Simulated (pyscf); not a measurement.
# Insertion: `[F][SiH]([F])[F]` + `[SiH2]` [singlet] -> `[F][SiH2][SiH]([F])[F]`

Gas phase, singlet surface, charge 0. Bonds broken: F1–Si2. Bonds formed: F1–Si6, Si2–Si6. Single points on ωB97X-D3(BJ)/def2-SVP structures (PySCF, gas phase). MP2 and CC: frozen core, UHF for open shells. ΔMP2 is the change of the MP2 total energy from the triple- to the quadruple-zeta basis.

Transition state (Å):

```xyz
8

F     -0.7619     0.2458     0.0265
Si     0.6952    -0.6853     0.0524
F      1.8733     0.0962     0.8212
F      1.0513    -0.4007    -1.5012
H      0.6220    -2.1473     0.1116
Si    -0.9839    -0.2735     1.9668
H     -1.1625     1.1177     2.5094
H     -2.4173    -0.7225     1.8587
```

One imaginary mode, 168i cm⁻¹; descent along it reached the two sides named, in the forms told below.

| bond | change | reactant side (Å) | saddle | product side |
|---|---|---|---|---|
| F1–Si2 | breaks | 1.644 | 1.729 | 3.2 |
| F1–Si6 | forms | 2.246 | 2.021 | 1.631 |
| Si2–Si6 | forms | 3.2 | 2.580 | 2.341 |

Electronic energies relative to the separated reactants (eV):

| level | barrier | reaction energy | reverse barrier |
|---|---|---|---|
| ωB97X-D3(BJ)/def2-TZVP | -0.13 | -2.18 | 2.05 |
| PBE/def2-TZVP | -0.17 | -1.97 | 1.80 |
| r²SCAN/def2-TZVP | -0.17 | -2.06 | 1.89 |
| B3LYP-D3(BJ)/def2-TZVP | 0.05 | -1.90 | 1.94 |
| PBE0-D3(BJ)/def2-TZVP | -0.12 | -2.06 | 1.94 |
| M06-2X/def2-TZVP | 0.09 | -1.79 | 1.88 |
| ωB97M-D3(BJ)/def2-TZVP | 0.07 | -1.76 | 1.83 |
| HF/def2-TZVP | 0.70 | -1.63 | 2.33 |
| MP2/def2-QZVPP | 0.08 | -1.94 | 2.01 |
| CCSD/def2-TZVPP | 0.31 | -1.69 | 2.00 |
| CCSD(T)/def2-TZVPP | 0.20 | -1.73 | 1.94 |
| CCSD(T)/def2-TZVPP + ΔMP2(QZVPP) | 0.16 | -1.79 | 1.95 |

With CCSD(T)/def2-TZVPP + ΔMP2(QZVPP) energies and thermal terms (ideal gas, 1 atm, RRHO with modes under 100 cm⁻¹ raised to 100, one conformer, R ln 2 for chiral ones without a mode under 150 cm⁻¹), in eV:

```csv
T (K),ΔH‡,ΔG‡,ΔH,ΔG
298,0.21,0.67,-1.67,-1.24
600,0.22,1.14,-1.64,-0.81
900,0.24,1.59,-1.60,-0.41
1200,0.27,2.03,-1.56,-0.01
```

On the reactant side the descent ends in a complex, 0.26 eV under the separated species and 0.13 eV under the saddle at ωB97X-D3(BJ)/def2-TZVP. At ωB97X-D3(BJ), PBE, r²SCAN, PBE0-D3(BJ) the saddle lies under the separated reactants, which points to a path from their complex (located at ωB97X-D3(BJ) alone). F–SiH₂–SiH(F)–F lies 0.50 eV over its isomer F–Si(F)(F)–SiH₃ (electronic energy, ωB97M-D3(BJ)). This is the saddle that the search found; another between the same sides may lie lower. The CCSD(T) − MP2 part came from Ansatz, without density fitting, on the same reference.
